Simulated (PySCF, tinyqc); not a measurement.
Inside a calculation (part 1 of 2). Method: RHF in the sto-6g basis, for CH2, spin multiplicity 1. The lowest restricted solution is unstable here: a spin-polarised one lies 0.0184 hartree lower (PySCF). Computed by tinyqc, a small Python program that keeps every step (integrals from PySCF). Settings: charge = 0, multiplicity = 1, basis = sto-6g, energy threshold = 1e-10, iteration cap = 80, orthogonalisation = canonical, start = highest core orbitals, DIIS depth = 6, method = RHF. Command: `OMP_NUM_THREADS=1 python tinyqc.py 27197 27198 out.jsonl` (the two numbers bound the seeds that draw the settings). One thread of a shared host (Intel(R) Xeon(R) Processor @ 2.60GHz), about 0.1 s of CPU time with the checks. Later iterations appear only in the table of the cycle.

## One-electron integrals

Geometry (angstrom):
```
atom        x         y        z
C     0.00000   0.00000  0.00000
H     0.00000   1.16100  0.86100
H     0.00000  -1.15800  0.85800
```

Basis sto-6g: exponents (1/bohr^2) and contraction coefficients of normalised primitives:
```
element  l (shell)   exponent  coefficient
C            s (1)  742.73705      0.00916
C            s (1)  136.18002      0.04936
C            s (1)   38.09826      0.16854
C            s (1)   13.08778      0.37056
C            s (1)    5.08237      0.41649
C            s (1)    2.09320      0.13033
C            s (2)   30.49724     -0.01325
C            s (2)    6.03620     -0.04699
C            s (2)    1.87605     -0.03379
C            s (2)    0.72178      0.25024
C            s (2)    0.31347      0.59512
C            s (2)    0.14369      0.24071
C            p (3)   30.49724      0.00376
C            p (3)    6.03620      0.03768
C            p (3)    1.87605      0.17390
C            p (3)    0.72178      0.41804
C            p (3)    0.31347      0.42586
C            p (3)    0.14369      0.10171
H            s (1)   35.52322      0.00916
H            s (1)    6.51314      0.04936
H            s (1)    1.82214      0.16854
H            s (1)    0.62596      0.37056
H            s (1)    0.24308      0.41649
H            s (1)    0.10011      0.13033
```

Overlap, kinetic and nuclear-attraction integrals over the contracted functions; the nuclear repulsion is the sum of Za Zb / Rab.

nuclear repulsion = 4.6278591 hartree

overlap S, lower triangle:
```
          1C 1s    1C 2s   1C 2px    1C 2py   1C 2pz    2H 1s    3H 1s
1C 1s   1.00000
1C 2s   0.24323  1.00000
1C 2px  0.00000  0.00000  1.00000
1C 2py  0.00000  0.00000  0.00000   1.00000
1C 2pz  0.00000  0.00000  0.00000   0.00000  1.00000
2H 1s   0.02862  0.31013  0.00000   0.26738  0.19829  1.00000
3H 1s   0.02890  0.31197  0.00000  -0.26876  0.19913  0.07105  1.00000
```

kinetic energy T (hartree), lower triangle:
```
           1C 1s    1C 2s   1C 2px    1C 2py   1C 2pz     2H 1s    3H 1s
1C 1s   16.06864
1C 2s   -0.49279  0.49241
1C 2px   0.00000  0.00000  1.47923
1C 2py   0.00000  0.00000  0.00000   1.47923
1C 2pz   0.00000  0.00000  0.00000   0.00000  1.47923
2H 1s   -0.00825  0.02358  0.00000   0.08064  0.05980   0.76852
3H 1s   -0.00829  0.02421  0.00000  -0.08175  0.06057  -0.01148  0.76852
```

nuclear attraction V (hartree), lower triangle:
```
            1C 1s     1C 2s    1C 2px    1C 2py    1C 2pz     2H 1s     3H 1s
1C 1s   -34.74124
1C 2s    -3.79678  -5.88950
1C 2px    0.00000   0.00000  -5.84358
1C 2py    0.00005   0.00049   0.00000  -5.93203
1C 2pz   -0.01214  -0.13014   0.00000   0.00023  -5.89218
2H 1s    -0.50063  -1.41751   0.00000  -1.12086  -0.85282  -3.65334
3H 1s    -0.50552  -1.42773   0.00000   1.12833  -0.85767  -0.27602  -3.65951
```

core Hamiltonian H = T + V (hartree), lower triangle:
```
            1C 1s     1C 2s    1C 2px    1C 2py    1C 2pz     2H 1s     3H 1s
1C 1s   -18.67260
1C 2s    -4.28957  -5.39709
1C 2px    0.00000   0.00000  -4.36434
1C 2py    0.00005   0.00049   0.00000  -4.45280
1C 2pz   -0.01214  -0.13014   0.00000   0.00023  -4.41295
2H 1s    -0.50888  -1.39393   0.00000  -1.04022  -0.79302  -2.88482
3H 1s    -0.51381  -1.40352   0.00000   1.04658  -0.79710  -0.28750  -2.89099
```

## Two-electron integrals

Functions are numbered as in S; the eight-fold symmetry (ij|kl) = (ji|kl) = (kl|ij) leaves the list below.

Two-electron integrals (ij|kl) in chemists' order, unique and non-zero (hartree):
```
(11|11) 3.54374    (21|11) 0.52946    (21|21) 0.10032    (22|11) 0.85360
(22|21) 0.19993    (22|22) 0.62484    (31|31) 0.02127    (32|31) 0.03187
(32|32) 0.13811    (33|11) 0.85360    (33|21) 0.19993    (33|22) 0.62484
(33|33) 0.67322    (41|41) 0.02127    (42|41) 0.03187    (42|42) 0.13811
(43|43) 0.03628    (44|11) 0.85360    (44|21) 0.19993    (44|22) 0.62484
(44|33) 0.60066    (44|44) 0.67322    (51|51) 0.02127    (52|51) 0.03187
(52|52) 0.13811    (53|53) 0.03628    (54|54) 0.03628    (55|11) 0.85360
(55|21) 0.19993    (55|22) 0.62484    (55|33) 0.60066    (55|44) 0.60066
(55|55) 0.67322    (61|11) 0.06530    (61|21) 0.01193    (61|22) 0.02345
(61|33) 0.02337    (61|41) 0.00063    (61|42) 0.00123    (61|44) 0.02353
(61|51) 0.00047    (61|52) 0.00091    (61|54) 0.00012    (61|55) 0.02346
(61|61) 0.00146    (62|11) 0.18497    (62|21) 0.04412    (62|22) 0.15558
(62|33) 0.15167    (62|41) 0.00359    (62|42) 0.02563    (62|44) 0.15924
(62|51) 0.00266    (62|52) 0.01901    (62|54) 0.00561    (62|55) 0.15583
(62|61) 0.00544    (62|62) 0.05547    (63|31) 0.00431    (63|32) 0.02317
(63|43) 0.00478    (63|53) 0.00355    (63|63) 0.00604    (64|11) 0.13828
(64|21) 0.03340    (64|22) 0.12438    (64|33) 0.11842    (64|41) 0.00658
(64|42) 0.04157    (64|44) 0.13336    (64|51) 0.00168    (64|52) 0.01364
(64|54) 0.00753    (64|55) 0.12137    (64|61) 0.00428    (64|62) 0.05240
(64|64) 0.05461    (65|11) 0.10255    (65|21) 0.02477    (65|22) 0.09224
(65|33) 0.08782    (65|41) 0.00168    (65|42) 0.01364    (65|44) 0.09180
(65|51) 0.00556    (65|52) 0.03329    (65|54) 0.00774    (65|55) 0.09710
(65|61) 0.00317    (65|62) 0.03886    (65|64) 0.03601    (65|65) 0.03275
(66|11) 0.36413    (66|21) 0.08845    (66|22) 0.35534    (66|33) 0.33844
(66|41) 0.00780    (66|42) 0.07717    (66|44) 0.37116    (66|51) 0.00578
(66|52) 0.05723    (66|54) 0.02426    (66|55) 0.35643    (66|61) 0.01100
(66|62) 0.17212    (66|64) 0.17820    (66|65) 0.13215    (66|66) 0.77500
(71|11) 0.06594    (71|21) 0.01205    (71|22) 0.02368    (71|33) 0.02359
(71|41) -0.00063   (71|42) -0.00124   (71|44) 0.02376    (71|51) 0.00047
(71|52) 0.00092    (71|54) -0.00013   (71|55) 0.02369    (71|61) 0.00143
(71|62) 0.00516    (71|64) 0.00374    (71|65) 0.00302    (71|66) 0.01033
(71|71) 0.00149    (72|11) 0.18632    (72|21) 0.04444    (72|22) 0.15666
(72|33) 0.15272    (72|41) -0.00362   (72|42) -0.02581   (72|44) 0.16034
(72|51) 0.00268    (72|52) 0.01912    (72|54) -0.00565   (72|55) 0.15691
(72|61) 0.00515    (72|62) 0.03829    (72|64) 0.02664    (72|65) 0.02619
(72|66) 0.09050    (72|71) 0.00553    (72|72) 0.05617    (73|31) 0.00435
(73|32) 0.02336    (73|43) -0.00482   (73|53) 0.00357    (73|63) 0.00384
(73|73) 0.00613    (74|11) -0.13919   (74|21) -0.03361   (74|22) -0.12516
(74|33) -0.11916   (74|41) 0.00663    (74|42) 0.04187    (74|44) -0.13420
(74|51) -0.00169   (74|52) -0.01372   (74|54) 0.00758    (74|55) -0.12213
(74|61) -0.00373   (74|62) -0.02661   (74|64) -0.01543   (74|65) -0.01791
(74|66) -0.06065   (74|71) -0.00435   (74|72) -0.05304   (74|74) 0.05525
(75|11) 0.10313    (75|21) 0.02491    (75|22) 0.09274    (75|33) 0.08829
(75|41) -0.00169   (75|42) -0.01372   (75|44) 0.09230    (75|51) 0.00560
(75|52) 0.03352    (75|54) -0.00779   (75|55) 0.09763    (75|61) 0.00301
(75|62) 0.02616    (75|64) 0.01791    (75|65) 0.02136    (75|66) 0.06486
(75|71) 0.00322    (75|72) 0.03930    (75|74) -0.03640   (75|75) 0.03310
(76|11) 0.03426    (76|21) 0.00824    (76|22) 0.03079    (76|33) 0.02985
(76|41) 4.05e-07   (76|42) 4.74e-06   (76|44) 0.03061    (76|51) 0.00077
(76|52) 0.00618    (76|54) 1.46e-06   (76|55) 0.03191    (76|61) 0.00099
(76|62) 0.01011    (76|64) 0.00837    (76|65) 0.00775    (76|66) 0.03040
(76|71) 0.00100    (76|72) 0.01016    (76|74) -0.00841   (76|75) 0.00778
(76|76) 0.00240    (77|11) 0.36515    (77|21) 0.08870    (77|22) 0.35623
(77|33) 0.33924    (77|41) -0.00784   (77|42) -0.07749   (77|44) 0.37214
(77|51) 0.00581    (77|52) 0.05742    (77|54) -0.02437   (77|55) 0.35730
(77|61) 0.01026    (77|62) 0.09010    (77|64) 0.06042    (77|65) 0.06465
(77|66) 0.22794    (77|71) 0.01114    (77|72) 0.17336    (77|74) -0.17941
(77|75) 0.13293    (77|76) 0.03040    (77|77) 0.77500
```

## Orthogonalisation

S = U s U^T; canonical form X = U s^(-1/2), so that X^T S X = 1. Each column of U has its largest component positive (the first on a tie).

eigenvalues of S: 0.47997  0.58372  0.86905  1.00000  1.11258  1.34524  1.60943

X:
```
               1         2         3        4         5         6         7
1C 1s   -0.36868  -0.00502   0.72694  0.00000  -0.59502   0.00151   0.22515
1C 2s    0.93999   0.00930  -0.34113  0.00000  -0.31688   0.00217   0.47492
1C 2px   0.00000   0.00000   0.00000  1.00000   0.00000   0.00000   0.00000
1C 2py  -0.01049   0.88123   0.00036  0.00000  -0.00014   0.63745  -0.00243
1C 2pz   0.49034   0.00462   0.64469  0.00000   0.61878   0.00111   0.24599
2H 1s   -0.63306  -0.69052  -0.21305  0.00000   0.17571   0.41231   0.37541
3H 1s   -0.65011   0.67796  -0.21179  0.00000   0.17487  -0.40866   0.37901
```

## Starting guess

The start is the highest orbitals of the core Hamiltonian (a deliberately bad start); D = 2 C_occ C_occ^T.

D at the start, lower triangle:
```
           1C 1s     1C 2s   1C 2px    1C 2py    1C 2pz     2H 1s    3H 1s
1C 1s    0.01994
1C 2s   -0.10331   0.59237
1C 2px   0.00000   0.00000  2.00000
1C 2py   0.00020  -0.00191  0.00000   0.16905
1C 2pz   0.14951  -0.57725  0.00000  -0.00054   1.80481
2H 1s    0.06050  -0.55576  0.00000  -0.45781  -0.38745   2.47550
3H 1s    0.06097  -0.56151  0.00000   0.46189  -0.39029  -0.02298  2.48211
```

## Iteration 1: building the Fock matrix

J_ij = sum D_kl (ij|kl), K_ij = sum D_kl (ik|jl); F = H + J - 0.5 K; E = tr D H + tr D J / 2 - 0.25 tr D K + E_nn.

Coulomb J (hartree), lower triangle:
```
           1C 1s     1C 2s   1C 2px    1C 2py   1C 2pz    2H 1s    3H 1s
1C 1s    4.85109
1C 2s    1.14519   3.87481
1C 2px   0.00000   0.00000  3.86651
1C 2py  -0.00008  -0.00059  0.00000   3.84553
1C 2pz  -0.01938   0.01448  0.00000  -0.00017  3.91238
2H 1s    0.13388   1.09975  0.00000   0.92996  0.70498  3.33805
3H 1s    0.13519   1.10708  0.00000  -0.93568  0.70856  0.23344  3.34136
```

exchange K (hartree), lower triangle:
```
           1C 1s     1C 2s   1C 2px    1C 2py   1C 2pz    2H 1s    3H 1s
1C 1s    0.09971
1C 2s    0.12499   0.73959
1C 2px   0.00000   0.00000  1.45840
1C 2py   0.00000  -0.00039  0.00000   0.25108
1C 2pz  -0.02784  -0.49987  0.00000   0.00005  1.29260
2H 1s    0.01171   0.22970  0.00000   0.21012  0.17268  1.52603
3H 1s    0.01181   0.23111  0.00000  -0.21127  0.17321  0.06206  1.52519
```

Fock matrix F (hartree), lower triangle:
```
            1C 1s     1C 2s    1C 2px    1C 2py    1C 2pz     2H 1s     3H 1s
1C 1s   -13.87137
1C 2s    -3.20688  -1.89207
1C 2px    0.00000   0.00000  -1.22703
1C 2py   -0.00003   0.00010   0.00000  -0.73280
1C 2pz   -0.01760   0.13428   0.00000   0.00003  -1.14686
2H 1s    -0.38085  -0.40903   0.00000  -0.21533  -0.17438  -0.30979
3H 1s    -0.38453  -0.41200   0.00000   0.21654  -0.17515  -0.08508  -0.31222
```

total energy of this density = -12.2303688 hartree

## Iteration 1: diagonalisation and new density

Diagonalise F' = X^T F X, C = X C', fill 4 alpha and 4 beta electrons from the bottom; D = 2 C_occ C_occ^T. Each column has its largest component positive (the first on a tie).

F' = X^T F X (hartree), lower triangle:
```
          1         2         3         4         5         6         7
1  -0.95810
2  -0.01067  -0.26000
3   1.77831   0.02842  -6.33482
4   0.00000   0.00000   0.00000  -1.22703
5  -1.68912  -0.02730   5.20431   0.00000  -6.63852
6   0.00589  -0.25253  -0.01726   0.00000   0.01795  -0.59998
7   0.47152   0.01061  -2.97044   0.00000   3.15495  -0.00960  -2.45748
```

orbital energies (hartree): MO1 -13.87396, MO2 -1.33275, MO3 -1.22703, MO4 -1.03851, MO5 -0.73439, MO6 -0.14392, MO7 -0.12537

coefficients C:
```
             MO1       MO2      MO3       MO4       MO5       MO6       MO7
1C 1s    1.00363  -0.18861  0.00000  -0.14790  -0.00009   0.06640   0.00048
1C 2s   -0.01611   0.82730  0.00000   0.64474   0.00047  -0.47499  -0.00289
1C 2px   0.00000   0.00000  1.00000   0.00000   0.00000   0.00000   0.00000
1C 2py   0.00001  -0.00014  0.00000  -0.00034   0.97681   0.00637  -0.47837
1C 2pz   0.00027  -0.60226  0.00000   0.80574   0.00029  -0.29587  -0.00204
2H 1s    0.00316  -0.01359  0.00000  -0.02965   0.04059   0.78441   0.80421
3H 1s    0.00318  -0.01365  0.00000  -0.02967  -0.04103   0.80138  -0.78955
```

D after iteration 1, lower triangle:
```
           1C 1s     1C 2s   1C 2px    1C 2py    1C 2pz    2H 1s    3H 1s
1C 1s    2.12946
1C 2s   -0.53513   2.20074
1C 2px   0.00000   0.00000  2.00000
1C 2py   0.00018  -0.00066  0.00000   0.00000
1C 2pz  -0.01061   0.04248  0.00000  -0.00038   2.02387
2H 1s    0.02023  -0.06082  0.00000   0.00002  -0.03141  0.00215
3H 1s    0.02030  -0.06094  0.00000   0.00002  -0.03137  0.00215  0.00215
```

## Iteration 2: building the Fock matrix

As before.

Coulomb J (hartree), lower triangle:
```
           1C 1s     1C 2s   1C 2px    1C 2py   1C 2pz    2H 1s    3H 1s
1C 1s   12.24183
1C 2s    2.25208   5.44707
1C 2px   0.00000   0.00000  5.49630
1C 2py  -0.00003  -0.00014  0.00000   5.34898
1C 2pz   0.00097   0.00257  0.00000  -0.00002  5.49594
2H 1s    0.27068   1.29484  0.00000   1.00388  0.75912  2.82445
3H 1s    0.27331   1.30400  0.00000  -1.01033  0.76329  0.25347  2.83176
```

exchange K (hartree), lower triangle:
```
           1C 1s     1C 2s   1C 2px    1C 2py   1C 2pz    2H 1s    3H 1s
1C 1s    7.28832
1C 2s    1.18480   1.89408
1C 2px   0.00000   0.00000  1.72928
1C 2py  -0.00001  -0.00038  0.00000   0.45072
1C 2pz  -0.00019   0.00585  0.00000  -0.00020  1.73052
2H 1s    0.15199   0.41926  0.00000   0.07386  0.23120  0.17222
3H 1s    0.15345   0.42251  0.00000  -0.07465  0.23266  0.11918  0.17458
```

Fock matrix F (hartree), lower triangle:
```
            1C 1s     1C 2s   1C 2px    1C 2py    1C 2pz     2H 1s     3H 1s
1C 1s   -10.07493
1C 2s    -2.62989  -0.89706
1C 2px    0.00000   0.00000  0.26732
1C 2py    0.00002   0.00054  0.00000   0.67083
1C 2pz   -0.01108  -0.13050  0.00000   0.00031   0.21773
2H 1s    -0.31420  -0.30872  0.00000  -0.07327  -0.14950  -0.14648
3H 1s    -0.31722  -0.31078  0.00000   0.07358  -0.15014  -0.09362  -0.14651
```

total energy of this density = -37.3302823 hartree

## Iteration 2: DIIS over 2 matrices

error matrix X^T (FDS - SDF) X:
```
          1         2         3        4         5         6        7
1   0.00000   0.00130  -0.14398  0.00000   0.36490   0.00121  0.55322
2  -0.00130   0.00000  -0.00147  0.00000   0.00333   0.00001  0.00532
3   0.14398   0.00147   0.00000  0.00000   0.08626   0.00044  0.10153
4   0.00000   0.00000   0.00000  0.00000   0.00000   0.00000  0.00000
5  -0.36490  -0.00333  -0.08626  0.00000   0.00000   0.00004  0.07413
6  -0.00121  -0.00001  -0.00044  0.00000  -0.00004   0.00000  0.00049
7  -0.55322  -0.00532  -0.10153  0.00000  -0.07413  -0.00049  0.00000
```

B (overlaps of the stored error matrices):
```
                1               2
1   3.2469677e-01  -2.7284019e-01
2  -2.7284019e-01   9.6644901e-01
```

Minimise |sum c_i e_i|^2 with sum c_i = 1: solve [B -1; -1 0][c; lambda] = [0; -1] with B_ij = tr e_i^T e_j, and take F = sum c_i F_i.

DIIS coefficients: 0.67469  0.32531

extrapolated F (hartree), lower triangle:
```
            1C 1s     1C 2s    1C 2px    1C 2py    1C 2pz     2H 1s     3H 1s
1C 1s   -12.63635
1C 2s    -3.01918  -1.56838
1C 2px    0.00000   0.00000  -0.74091
1C 2py   -0.00001   0.00024   0.00000  -0.27619
1C 2pz   -0.01548   0.04814   0.00000   0.00013  -0.70295
2H 1s    -0.35917  -0.37640   0.00000  -0.16912  -0.16629  -0.25666
3H 1s    -0.36263  -0.37907   0.00000   0.17003  -0.16701  -0.08786  -0.25831
```

## Iteration 2: diagonalisation and new density

As before.

F' = X^T F X (hartree), lower triangle:
```
          1         2         3         4         5         6         7
1  -0.63463
2  -0.01047   0.03553
3   1.58795   0.02547  -5.51705
4   0.00000   0.00000   0.00000  -0.74091
5  -1.47930  -0.02435   4.92044   0.00000  -5.90553
6   0.00366  -0.03455  -0.01563   0.00000   0.01650  -0.34694
7   0.50077   0.00985  -2.72864   0.00000   2.92407  -0.00955  -2.22641
```

orbital energies (hartree): MO1 -12.63667, MO2 -0.91471, MO3 -0.74091, MO4 -0.69860, MO5 -0.34999, MO6 -0.03386, MO7 0.03880

coefficients C:
```
             MO1       MO2      MO3       MO4       MO5       MO6       MO7
1C 1s    1.00130  -0.23613  0.00000  -0.04857  -0.00025   0.09174   0.00093
1C 2s   -0.00569   0.98482  0.00000   0.17612   0.00153  -0.57012  -0.00637
1C 2px   0.00000   0.00000  1.00000   0.00000   0.00000   0.00000   0.00000
1C 2py   0.00000  -0.00028  0.00000  -0.00034   0.71369  -0.00518   0.82077
1C 2pz   0.00086  -0.24486  0.00000   0.92919   0.00110  -0.41966  -0.00431
2H 1s    0.00118   0.02583  0.00000   0.09286   0.34730   0.79309  -0.71125
3H 1s    0.00119   0.02616  0.00000   0.09361  -0.34804   0.78221   0.72521
```

D after iteration 2, lower triangle:
```
           1C 1s     1C 2s   1C 2px    1C 2py   1C 2pz    2H 1s    3H 1s
1C 1s    2.12144
1C 2s   -0.49359   2.00185
1C 2px   0.00000   0.00000  2.00000
1C 2py   0.00017  -0.00066  0.00000   0.00000
1C 2pz   0.02710  -0.15500  0.00000  -0.00049  1.84669
2H 1s   -0.01885   0.08358  0.00000  -0.00008  0.15993  0.01859
3H 1s   -0.01906   0.08449  0.00000  -0.00008  0.16116  0.01874  0.01890
```

## Iteration 18 (converged): orbitals

converged F (hartree), lower triangle:
```
            1C 1s     1C 2s   1C 2px    1C 2py    1C 2pz     2H 1s     3H 1s
1C 1s   -11.17847
1C 2s    -2.85315  -1.35327
1C 2px    0.00000   0.00000  0.21922
1C 2py    0.00005   0.00043  0.00000  -0.09987
1C 2pz   -0.02151  -0.02251  0.00000   0.00059  -0.15917
2H 1s    -0.34125  -0.42605  0.00000  -0.28328  -0.23232  -0.27342
3H 1s    -0.34453  -0.42871  0.00000   0.28441  -0.23296  -0.08632  -0.27542
```

As before.

F' = X^T F X (hartree), lower triangle:
```
          1         2         3        4         5         6         7
1  -0.08647
2  -0.00898   0.43083
3   1.45100   0.02326  -4.54328
4   0.00000   0.00000   0.00000  0.21922
5  -1.13962  -0.01981   4.56640  0.00000  -5.09087
6   0.00197   0.09188  -0.01353  0.00000   0.01498  -0.40111
7   0.50324   0.00905  -2.40352  0.00000   2.66359  -0.00837  -2.11109
```

orbital energies (hartree): MO1 -11.18046, MO2 -0.73576, MO3 -0.41108, MO4 -0.30423, MO5 0.21922, MO6 0.38853, MO7 0.44102

coefficients C:
```
             MO1       MO2       MO3       MO4      MO5       MO6       MO7
1C 1s    0.99636  -0.22412  -0.00084   0.11160  0.00000  -0.11713   0.00275
1C 2s    0.01523   0.81897   0.00394  -0.52228  0.00000   0.61809  -0.01513
1C 2px   0.00000   0.00000   0.00000   0.00000  1.00000   0.00000   0.00000
1C 2py  -0.00001  -0.00094   0.53816   0.00133  0.00000   0.01964   0.94501
1C 2pz   0.00294   0.09273  -0.00198   0.72533  0.00000   0.75133  -0.01629
2H 1s   -0.00266   0.22949   0.48190   0.33449  0.00000  -0.69536  -0.62006
3H 1s   -0.00268   0.23153  -0.48260   0.33093  0.00000  -0.66953   0.65119
```

D after iteration 18, lower triangle:
```
           1C 1s     1C 2s   1C 2px    1C 2py   1C 2pz     2H 1s    3H 1s
1C 1s    2.11082
1C 2s   -0.45333   1.88747
1C 2px   0.00000   0.00000  0.00000
1C 2py  -0.00021   0.00131  0.00000   0.57923
1C 2pz   0.12619  -0.60570  0.00000  -0.00037  1.06943
2H 1s   -0.03432   0.03021  0.00000   0.51914  0.52586   0.79356
3H 1s   -0.03445   0.02966  0.00000  -0.51899  0.52490  -0.13747  0.79207
```
